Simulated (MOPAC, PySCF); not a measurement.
C2H6O, SMILES `COC`, neutral singlet in the gas phase. 

Z-matrix (Å, degrees):
```
O
C 1 1.4151
H 2 1.0976 1 107.36
H 2 1.1078 3 109.03 1 -121.04
H 2 1.1078 3 109.03 4 -117.93
C 1 1.4151 2 111.52 3 -180.00
H 6 1.0976 1 107.36 2 180.00
H 6 1.1078 7 109.03 1 121.04
H 6 1.1078 7 109.03 8 117.93
```
Charge 0, spin multiplicity 1.

All levels are single points at this geometry (PBE-D3(BJ)/def2-TZVP); Pople sets use spherical d functions. Orbital energies aren't observables, and empty levels follow the basis.

HF/3-21G in PySCF gives gap (eV) = 18.24.

Problem. Estimate the gap (eV) from each of these levels: PBE-D3(BJ)/def2-TZVP in PySCF; B3LYP/3-21G in PySCF; B3LYP/6-31G* in PySCF; PBE/6-31G* in PySCF; SVWN5/6-31G* in PySCF; HF/STO-3G in PySCF; AM1 in MOPAC; PM6 in MOPAC.

Solution. 
```csv
level,gap (eV)
PBE-D3(BJ)/def2-TZVP in PySCF,6.36
B3LYP/3-21G in PySCF,9.50
B3LYP/6-31G* in PySCF,9.33
PBE/6-31G* in PySCF,7.24
SVWN5/6-31G* in PySCF,7.03
HF/STO-3G in PySCF,24.54
AM1 in MOPAC,13.87
PM6 in MOPAC,12.12
```
